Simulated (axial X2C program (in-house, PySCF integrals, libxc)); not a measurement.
**Density and ELF of SiCl**

All values were computed with an in-house all-electron X2C program for linear molecules (integrals from PySCF). Two-component (2c) means X2C with spin–orbit coupling and atomic mean-field two-electron Coulomb and Gaunt terms. Basis: Cl dyall-v3z [8s7p2d1f], Si dyall-v3z [8s7p2d1f] (cores contracted in-house); Gaussian nuclei, density fitting, unrestricted open shells. Masses: Cl 34.969 u, Si 27.977 u.

PBE0, 2c, state Ω = 1/2 (⟨Sz⟩ = -0.50, ⟨Lz⟩ = 1.00 at PBE0); Cl at z = 0, Si at z = 2.081 Å.

The maps cover the half plane through the axis: z from -2.4 to 4.2 Å along the bond, ρ from 0.15 to 2.25 Å away from it.

log10 of the density in e/bohr³:

```
 ρ\z  -2.4  -1.8  -1.2  -0.6   0.0   0.6   1.2   1.8   2.4   3.0   3.6   4.2
0.15  -3.7  -2.6  -1.5  -0.6   1.3  -0.6  -1.0   0.4   0.2  -1.3  -2.0  -2.8
0.45  -3.8  -2.7  -1.7  -0.7  -0.4  -0.7  -1.1  -0.7  -0.7  -1.4  -2.1  -2.9
0.75  -3.9  -2.9  -1.9  -1.1  -0.7  -1.0  -1.4  -1.3  -1.2  -1.5  -2.2  -3.0
1.05  -4.0  -3.1  -2.2  -1.5  -1.2  -1.4  -1.7  -1.5  -1.5  -1.8  -2.4  -3.2
1.35  -4.2  -3.4  -2.6  -1.9  -1.7  -1.9  -2.0  -1.8  -1.8  -2.1  -2.6  -3.4
1.65  -4.5  -3.7  -3.0  -2.4  -2.2  -2.3  -2.4  -2.2  -2.2  -2.4  -2.9  -3.6
1.95  -4.8  -4.0  -3.4  -2.9  -2.7  -2.8  -2.8  -2.6  -2.5  -2.8  -3.2  -3.8
2.25  -5.2  -4.4  -3.8  -3.4  -3.2  -3.3  -3.2  -3.0  -2.9  -3.1  -3.5  -4.1
```

Electron localisation function (collinear form, no current term, damped to 0 at low density):

```
 ρ\z  -2.4  -1.8  -1.2  -0.6   0.0   0.6   1.2   1.8   2.4   3.0   3.6   4.2
0.15  0.01  0.19  0.72  0.65  0.77  0.61  0.62  0.85  0.81  0.79  0.84  0.32
0.45  0.01  0.17  0.69  0.86  0.10  0.80  0.61  0.17  0.11  0.90  0.83  0.29
0.75  0.00  0.13  0.61  0.88  0.86  0.80  0.50  0.23  0.48  0.94  0.80  0.24
1.05  0.00  0.08  0.48  0.81  0.85  0.69  0.33  0.70  0.93  0.94  0.74  0.17
1.35  0.00  0.04  0.32  0.65  0.71  0.46  0.20  0.71  0.93  0.90  0.63  0.09
1.65  0.00  0.01  0.16  0.42  0.47  0.21  0.12  0.60  0.86  0.81  0.45  0.04
1.95  0.00  0.00  0.05  0.19  0.21  0.07  0.07  0.43  0.71  0.62  0.22  0.01
2.25  0.00  0.00  0.01  0.04  0.05  0.02  0.04  0.24  0.45  0.33  0.06  0.00
```

Axial spin density in 10⁻³ e/bohr³:

```
 ρ\z  -2.4  -1.8  -1.2  -0.6    0.0  0.6   1.2    1.8    2.4   3.0   3.6   4.2
0.15   0.0   0.0   0.1   0.4  -13.2  0.8  -0.1   -1.0    0.0   4.3   1.2   0.2
0.45   0.0   0.0  -0.1  -1.9   -3.3  0.9  -2.1   -5.2   -4.9   0.5   0.6   0.1
0.75   0.0   0.0  -0.2  -1.8   -2.8  0.7  -3.4  -14.0  -13.5  -2.7  -0.1   0.0
1.05   0.0   0.0  -0.1  -0.8   -0.8  0.3  -3.0  -11.4  -11.5  -3.3  -0.5   0.0
1.35   0.0   0.0  -0.1  -0.3   -0.1  0.1  -2.0   -6.5   -6.7  -2.5  -0.5  -0.1
1.65   0.0   0.0   0.0  -0.1    0.0  0.0  -1.1   -3.2   -3.3  -1.5  -0.4  -0.1
1.95   0.0   0.0   0.0   0.0    0.0  0.0  -0.6   -1.5   -1.6  -0.8  -0.2  -0.1
2.25   0.0   0.0   0.0   0.0    0.0  0.0  -0.3   -0.7   -0.7  -0.4  -0.1   0.0
```

One determinant describes the state; a PBE0 search over occupations chose it and may have missed a lower one. Density functionals use the spin component along the axis (collinear). Without a current term, density functionals place determinants with orbital angular momentum somewhat too high.
